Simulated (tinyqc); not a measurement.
ROHF in the sto-6g basis, for CH2, spin multiplicity 3, step by step. One step of it, computed by the program tinyqc.

Task: Iteration 2: Roothaan effective Fock matrix. With projectors Pc = D(beta) S, Po = (D(alpha) - D(beta)) S, Pv = 1 - D(alpha) S, the block xy is Px^T F Py; with Fc = (F(alpha) + F(beta))/2, the blocks are Fc for cc, oo, vv and cv, F(beta) for co and F(alpha) for ov.

F(alpha) (hartree):
```
             1C 1s      1C 2s     1C 2px     1C 2py     1C 2pz      2H 1s      3H 1s
1C 1s   -11.274658  -2.888969   0.000000   0.000000   0.000549  -0.535355  -0.535355
1C 2s    -2.888969  -1.548513   0.000000   0.000000   0.040971  -0.570853  -0.570853
1C 2px    0.000000   0.000000  -0.432677   0.000000   0.000000   0.000000   0.000000
1C 2py    0.000000   0.000000   0.000000  -0.247264   0.000000  -0.353413   0.353413
1C 2pz    0.000549   0.040971   0.000000   0.000000  -0.124036  -0.208769  -0.208769
2H 1s    -0.535355  -0.570853   0.000000  -0.353413  -0.208769  -0.403359  -0.133131
3H 1s    -0.535355  -0.570853   0.000000   0.353413  -0.208769  -0.133131  -0.403359
```

F(beta) (hartree):
```
             1C 1s      1C 2s    1C 2px     1C 2py     1C 2pz      2H 1s      3H 1s
1C 1s   -11.212262  -2.854741  0.000000   0.000000   0.000459  -0.526031  -0.526031
1C 2s    -2.854741  -1.193657  0.000000   0.000000  -0.186532  -0.547410  -0.547410
1C 2px    0.000000   0.000000  0.307868   0.000000   0.000000   0.000000   0.000000
1C 2py    0.000000   0.000000  0.000000  -0.162342   0.000000  -0.333681   0.333681
1C 2pz    0.000459  -0.186532  0.000000   0.000000   0.183036  -0.163448  -0.163448
2H 1s    -0.526031  -0.547410  0.000000  -0.333681  -0.163448  -0.285112  -0.105496
3H 1s    -0.526031  -0.547410  0.000000   0.333681  -0.163448  -0.105496  -0.285112
```

D(alpha) after iteration 1:
```
            1C 1s      1C 2s    1C 2px     1C 2py     1C 2pz      2H 1s      3H 1s
1C 1s    1.066171  -0.287029  0.000000   0.000000   0.042323   0.036341   0.036341
1C 2s   -0.287029   1.301021  0.000000   0.000000  -0.258570  -0.299984  -0.299984
1C 2px   0.000000   0.000000  1.000000   0.000000   0.000000   0.000000   0.000000
1C 2py   0.000000   0.000000  0.000000   0.236821   0.000000   0.234259  -0.234259
1C 2pz   0.042323  -0.258570  0.000000   0.000000   0.217458   0.285449   0.285449
2H 1s    0.036341  -0.299984  0.000000   0.234259   0.285449   0.608087   0.144635
3H 1s    0.036341  -0.299984  0.000000  -0.234259   0.285449   0.144635   0.608087
```

D(beta) after iteration 1:
```
            1C 1s      1C 2s    1C 2px     1C 2py     1C 2pz      2H 1s      3H 1s
1C 1s    1.029232  -0.107087  0.000000   0.000000  -0.038173  -0.065969  -0.065969
1C 2s   -0.107087   0.424455  0.000000   0.000000   0.133555   0.198404   0.198404
1C 2px   0.000000   0.000000  0.000000   0.000000   0.000000   0.000000   0.000000
1C 2py   0.000000   0.000000  0.000000   0.236821   0.000000   0.234259  -0.234259
1C 2pz  -0.038173   0.133555  0.000000   0.000000   0.042043   0.062499   0.062499
2H 1s   -0.065969   0.198404  0.000000   0.234259   0.062499   0.324719  -0.138733
3H 1s   -0.065969   0.198404  0.000000  -0.234259   0.062499  -0.138733   0.324719
```

overlap S:
```
           1C 1s     1C 2s    1C 2px     1C 2py    1C 2pz     2H 1s      3H 1s
1C 1s   1.000000  0.243228  0.000000   0.000000  0.000000  0.044557   0.044557
1C 2s   0.243228  1.000000  0.000000   0.000000  0.000000  0.402401   0.402401
1C 2px  0.000000  0.000000  1.000000   0.000000  0.000000  0.000000   0.000000
1C 2py  0.000000  0.000000  0.000000   1.000000  0.000000  0.361309  -0.361309
1C 2pz  0.000000  0.000000  0.000000   0.000000  1.000000  0.188792   0.188792
2H 1s   0.044557  0.402401  0.000000   0.361309  0.188792  1.000000   0.083790
3H 1s   0.044557  0.402401  0.000000  -0.361309  0.188792  0.083790   1.000000
```

Give: effective F.

Result:

effective F (hartree):
```
           1C 1s    1C 2s   1C 2px   1C 2py   1C 2pz    2H 1s    3H 1s
1C 1s   -11.2437  -2.8687   0.0000   0.0000  -0.0052  -0.5335  -0.5335
1C 2s    -2.8687  -1.3176   0.0000   0.0000  -0.0874  -0.5614  -0.5614
1C 2px    0.0000   0.0000  -0.0624   0.0000   0.0000   0.0000   0.0000
1C 2py    0.0000   0.0000   0.0000  -0.2048   0.0000  -0.3435   0.3435
1C 2pz   -0.0052  -0.0874   0.0000   0.0000  -0.0278  -0.2188  -0.2188
2H 1s    -0.5335  -0.5614   0.0000  -0.3435  -0.2188  -0.3622  -0.1373
3H 1s    -0.5335  -0.5614   0.0000   0.3435  -0.2188  -0.1373  -0.3622
```
